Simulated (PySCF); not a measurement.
formaldehyde cation (CH2O), SMILES O=C (connectivity only; charge and spin as stated), charge +1, multiplicity 2.

The structure is a stationary point at B3LYP-D3(BJ)/def2-TZVPD. The spin state was assumed, not searched.

Computed with SMD-PBE0/6-31G* run with PySCF.

Solvation free energies are E(SMD) − E(gas) at the gas-phase geometry, for 1 M in both phases.

Computed solvation free energies in water, 2-propanol, ethylethanoate:
```json
[
 {"solvent": "water", "ΔG(solv) (kcal/mol)": "-81.6", "its non-electrostatic (CDS) part": "4.1"},
 {"solvent": "2-propanol", "ΔG(solv) (kcal/mol)": "-78.5", "its non-electrostatic (CDS) part": "2.8"},
 {"solvent": "ethylethanoate", "ΔG(solv) (kcal/mol)": "-66.7", "its non-electrostatic (CDS) part": "0.4"}
]
```
